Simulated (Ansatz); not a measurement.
Basis-set extrapolation for `C=C=C(O)CO` (PBE0-D4/def2-TZVP geometry, frozen core, Ansatz). Multiplicity 1, RHF reference.

```json
{"": "HF", "def2-TZVPP": "-304.737493", "def2-QZVPP": "-304.751194"}
{"": "MP2 correlation", "def2-TZVPP": "-1.115223", "def2-QZVPP": "-1.195376"}
{"": "CCSD(T) correlation", "def2-TZVPP": "-1.195817", "def2-QZVPP": "not run"}
```

Energies in hartree. Use E(X) = E(∞) + A·exp(−7.88·√X) for Hartree–Fock and E(X) = E(∞) + B·X^(−2.97) for correlation, with X = 3 and 4, and add CCSD(T) minus MP2 of the smaller set to the MP2 limit.

Question: What is the CCSD(T) energy at the basis-set limit?

Answer: HF limit: -304.751194 + (-0.013701) × 0.13774 = -304.75308. MP2 limit: -1.195376 + (-0.080153) × 0.74074 = -1.25475. Higher-order term: -1.195817 − (-1.115223) = -0.08059. Total: -306.08842 hartree, 4.22 eV below CCSD(T)/def2-TZVPP.
